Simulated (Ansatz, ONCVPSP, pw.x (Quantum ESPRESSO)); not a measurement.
tantalum (Ta): does the ONCV potential hold in the solid?

```json
{
  "Element": "tantalum (Ta)",
  "Generator": "ONCVPSP 4.0.1.1 (patched build)",
  "Type": "optimised norm-conserving Vanderbilt (ONCV)",
  "Functional": "LDA (Perdew-Wang 92)",
  "Relativity": "scalar-relativistic",
  "Frozen core": "[Kr] 4d10 4f14",
  "Valence charge": "13",
  "Reference configuration": "5s2 5p6 5d3 6s2",
  "Partial waves": "5s+6s: rc 2.00 bohr, ncon 5, nbas 8, qcut 6.6 1/bohr, 2 projectors; 5p: rc 2.15 bohr, ncon 4, nbas 7, qcut 5.7 1/bohr, 1 projector; 5d: rc 1.70 bohr, ncon 5, nbas 9, qcut 5 1/bohr, 2 projectors, debl 2.2 Ha",
  "Local potential": "polynomial inside 1.20 bohr (lpopt 5, dvloc0 0 Ha)",
  "Core correction": "none"
}
```

Atomic tests: cutoffs needed: 16 Ha and 25 Ha (the cutoffs (Ha) at which the residual kinetic energy of the hardest occupied pseudo-wave falls to 1 and 0.1 mHa per electron); ghost test: no bound ghost flagged; GHOST(+) flagged for s at 104.8 eV; largest excitation error: -8.8 meV (all-electron minus pseudo) for 5s2 5p6 5d2 6s0, out of 4 test configurations.

Crystal test: fcc Ta in pw.x 7.5, no spin, 14³ k-points, Fermi–Dirac smearing 0.01 Ry, cutoffs 60/240 Ry. The reference is all-electron LAPW (Ansatz 0.2.0) with the same functional, mesh and smearing; V0 and B0 come from Birch–Murnaghan fits to the pressures at five volumes. Errors are pseudo minus all-electron; Δ is the rms difference of the E(V) curves that follow from these fits, minima aligned, over ±6 % about the mean V0. Mesh and smearing are coarse, so the numbers serve the comparison and aren't converged zero-temperature values; the lattice is a test structure that the element need not adopt.

| V (Å³/atom) | P all-electron (GPa) | P pseudo (GPa) |
| --- | --- | --- |
| 16.944 | 10.56 | 3.53 |
| 17.390 | 4.48 | -2.08 |
| 17.836 | -0.93 | -7.07 |
| 18.282 | -5.75 | -11.50 |
| 18.728 | -10.03 | -15.45 |

All-electron: a0 = 4.141 Å (V0 = 17.76 Å³/atom), B0 = 207.3 GPa.

Pseudopotential: mean pressure error (GPa): -6.18; a0 (Å): 4.099; a0 error (%): -1.02; B0 error (%): +3.0; Δ (meV/atom): 24.7. This is a poor potential for the solid.

Question: At the middle volume, how do free energy and pressure move when the wave cutoff is lowered (ecutrho kept at four times it)?

Answer:

```json
{"cutoff (Ry)": "27", "shift of F (meV/atom)": "+450.1", "shift of P (GPa)": "-16.23"}
{"cutoff (Ry)": "36", "shift of F (meV/atom)": "+64.2", "shift of P (GPa)": "-1.95"}
{"cutoff (Ry)": "48", "shift of F (meV/atom)": "+13.5", "shift of P (GPa)": "-0.23"}
```

Input at the middle volume:

```
&control
  calculation='scf', prefix='x', pseudo_dir='./', outdir='./tmp', tstress=.true., disk_io='none'
/
&system
  ibrav=0, nat=1, ntyp=1, ecutwfc=60, ecutrho=240, nbnd=14,
  occupations='smearing', smearing='fd', degauss=0.01
/
&electrons
  conv_thr=1e-09, mixing_beta=0.4, electron_maxstep=70
/
ATOMIC_SPECIES
Ta 1.0 Ta.UPF
CELL_PARAMETERS angstrom
  0.00000000 2.07374725 2.07374725
  2.07374725 0.00000000 2.07374725
  2.07374725 2.07374725 0.00000000
ATOMIC_POSITIONS crystal
Ta 0.0000 0.0000 0.0000
K_POINTS automatic
14 14 14 0 0 0
```

```bash
pw.x < Ta.scf.in > Ta.scf.out
```

Lines of the output:

```
Message from routine setup:
     using ibrav=0 with symmetry is DISCOURAGED, use correct ibrav instead
     lattice parameter (alat)  =       5.5420  a.u.
     unit-cell volume          =     120.3633 (a.u.)^3
     number of electrons       =        13.00
     number of Kohn-Sham states=           14
     kinetic-energy cutoff     =      60.0000  Ry
     charge density cutoff     =     240.0000  Ry
     scf convergence threshold =      1.0E-09
     Exchange-correlation= SLA  PW   NOGX NOGC
     number of k points=   104  Fermi-Dirac smearing, width (Ry)=  0.0100
     iteration #  1     ecut=    60.00 Ry     beta= 0.40
     total energy              =    -117.75908940 Ry
     estimated scf accuracy    <       0.02656896 Ry
     iteration #  2     ecut=    60.00 Ry     beta= 0.40
     total energy              =    -117.75854788 Ry
     estimated scf accuracy    <       0.00489269 Ry
     iteration #  3     ecut=    60.00 Ry     beta= 0.40
     total energy              =    -117.75905680 Ry
     estimated scf accuracy    <       0.00024369 Ry
     iteration #  4     ecut=    60.00 Ry     beta= 0.40
     total energy              =    -117.75907845 Ry
     estimated scf accuracy    <       0.00000297 Ry
     iteration #  5     ecut=    60.00 Ry     beta= 0.40
     total energy              =    -117.75907975 Ry
     estimated scf accuracy    <       0.00000019 Ry
     iteration #  6     ecut=    60.00 Ry     beta= 0.40
     total energy              =    -117.75907977 Ry
     estimated scf accuracy    <          3.0E-09 Ry
     iteration #  7     ecut=    60.00 Ry     beta= 0.40
     the Fermi energy is    18.4588 ev
!    total energy              =    -117.75907977 Ry
     estimated scf accuracy    <          4.6E-10 Ry
     smearing contrib. (-TS)   =      -0.00540931 Ry
     The total energy is F=E-TS. E is the sum of the following terms:
     one-electron contribution =     -20.42746508 Ry
     hartree contribution      =      15.05853045 Ry
     xc contribution           =     -13.52298574 Ry
     ewald contribution        =     -98.86175009 Ry
     convergence has been achieved in   7 iterations
          total   stress  (Ry/bohr**3)                   (kbar)     P=      -70.65
     Message from routine punch:
     Nothing written, as per user request (disk_io='none')
```

The run at the middle volume (104 k-points, 7 iterations) took about 18 s on one core of a shared host (Neoverse-V1, 32 threads, 247 GiB, load 21).
